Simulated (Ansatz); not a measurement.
# NH (triplet): the correlation ladder at distance N1–H2 = 1.952 Å, aug-cc-pVDZ

Aim: climb from Hartree-Fock through coupled cluster and multireference methods for NH (triplet) at one geometry and basis, and see what each rung misses.

Computed with Ansatz 0.2.0, Gaussian basis. Level: aug-cc-pVDZ, core rule «outside noble gas», up to 1 orbitals frozen.

Plan: UHF; CCSD(T) on ROHF; CCSD(T) on UHF; BCCD(T) on ROHF; CISD; CCSDT(Q) on ROHF; CCSDT(Q) on UHF; CASSCF and MRCISD+Q, 4 electrons in 4 orbitals; CASSCF and NEVPT2, 4 electrons in 4 orbitals; CASSCF and MRCISD+Q, 6 electrons in 5 orbitals; CASSCF and NEVPT4(SD), 6 electrons in 5 orbitals; CASSCF and NEVPT2, 6 electrons in 5 orbitals; Full CI.

16 further runs of the same task are left out: 1 for a known fault of the program, 12 that didn't finish, 3 set aside as unsound or not needed.

### Step 1. The geometry

The geometry derives from a PBE0/def2-TZVP stationary point (not a proven minimum). One bond is set to the value named and the two fragments are kept rigid.

2 atoms, charge 0, spin multiplicity 3.

Atoms are counted from 1 here; the program's logs count them from 0.

No contacts short enough for the rule that draws bonds.

### Step 2. UHF

in.yaml

```yaml
crystal:
  periodic: [false, false, false]
  atoms:
    - {symbol: N, position_ang: [0.000000, 0.000000, 0.000000]}
    - {symbol: H, position_ang: [0.000000, 0.000000, 1.952000]}
basis:
  gaussian: {orbitals: aug-cc-pVDZ}
magnetization: {spin_polarized: true, initial_magnetization: 2}
hamiltonian: {xc: hf}
output: {orbitals: {seedname: orbitals}}
```

On the command line:

```console
> ansatz run in.yaml --threads 1 --pin off --events-out ev --progress --plain --max-ram 2393MiB
```

Further steps of the session: CCSD(T) on ROHF; CCSD(T) on UHF; BCCD(T) on ROHF; CISD; CCSDT(Q) on ROHF; CCSDT(Q) on UHF; CASSCF and MRCISD+Q, 4 electrons in 4 orbitals; CASSCF and NEVPT2, 4 electrons in 4 orbitals; CASSCF and MRCISD+Q, 6 electrons in 5 orbitals; CASSCF and NEVPT4(SD), 6 electrons in 5 orbitals; CASSCF and NEVPT2, 6 electrons in 5 orbitals; Full CI.

Q: Predict the results of all the runs planned. Wanted: FCI below the RHF energy; RMP2 from FCI; UMP2 from FCI; RCCSD from FCI; RCCSD(T) from FCI; UCCSD(T) from FCI; RCCSDT(Q) from FCI; UCCSDT(Q) from FCI; NEVPT2 pair from FCI.

**Answer**, as computed:

| quantity | value |
| --- | --- |
| FCI below the RHF energy | -5.5659 eV |
| RMP2 from FCI | +1665.0 meV |
| UMP2 from FCI | +880.3 meV |
| RCCSD from FCI | +274.0 meV |
| RCCSD(T) from FCI | +61.4 meV |
| UCCSD(T) from FCI | +91.4 meV |
| RCCSDT(Q) from FCI | -1.2 meV |
| UCCSDT(Q) from FCI | -1.5 meV |
| NEVPT2 pair from FCI | +556.1 meV |
| MRCISD+Q pair from FCI | -7.8 meV |
| NEVPT2 valence from FCI | +598.3 meV |
| levels within 1 kcal/mol (43 meV) | RCCSDT, UCCSDT, RCCSDT(Q), UCCSDT(Q), MRCISD+Q pair, NEVPT4(SD) valence, MRCISD+Q valence |
| T1 diagnostic | 0.112 |
| effectively unpaired electrons | 2.82 |

RCCSD(T) misses by +61.4 meV, 1.1 % of the correlation energy. CCSD(T) misses by +61.4 meV on the restricted determinant and by +91.4 meV on the unrestricted one; the two need not hold the same state or core. MRCISD+Q pair, MRCISD+Q valence fall below full CI: the +Q correction isn't variational, and the cores differ from full CI's. With 2.8 effectively unpaired electrons against 2 the state is strongly multireference. Coupled cluster on one determinant still stays close here. Of the multireference levels listed MRCISD+Q pair comes nearest in total energy (-7.8 meV), which doesn't show that its space is the better one. These misses are within one basis, not against nature; the frozen cores of restricted and unrestricted runs differ, which can shift their rows.
